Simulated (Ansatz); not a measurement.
A made-up structure of MgAlNH₄, closed shell:

```
7
angstrom
Mg -1.3652 -0.0335 -0.6334
N 1.0489 0.3419 0.6457
Al 0.3375 -0.9238 -0.3136
H -2.9374 0.3737 -1.1369
H 0.9175 -2.2662 -0.7281
H 0.2723 1.0030 0.6281
H 1.9192 0.5404 1.1391
```

It is relaxed with PBE-D4/def2-SVP and then PBE0-D4/def2-TZVP (Ansatz 0.2.0). Atoms count as bonded within 1.22 times the sum of their covalent radii (H–H: 0.88 Å). The end point is not checked to be a true minimum.

Q: Does its bonding change? (A judgement: the text doesn't fix the answer.)

A: Computed: No: no bond forms or breaks.

Where it ends: The first stage lowers the energy by 3.80 eV in 12 steps. It ends as MgAlNH₄ ([NH2][AlH][MgH]):
```
atom    x (Å)    y (Å)    z (Å)
 Mg1  -2.1626  -0.1091  -1.0305
  N2   1.3150   0.3408   0.7645
 Al3   0.3603  -0.7840  -0.2320
  H4  -3.7487   0.3168  -1.5317
  H5   1.1682  -2.1316  -0.5457
  H6   1.0102   1.2462   1.0827
  H7   2.2505   0.1564   1.0936
```

Labels in which every atom is bracketed show which atoms are joined, not bond orders.

For scale, one of the runs: PBE0-D4/def2-TZVP relaxation, 124 basis functions, launched by `ansatz run in.yaml --threads 2 --pin off --events-out ev --progress --plain --max-ram 4352MiB`. Hardware: 2 CPU threads of an Arm Neoverse V1, shared host. Wall time about 20 s.
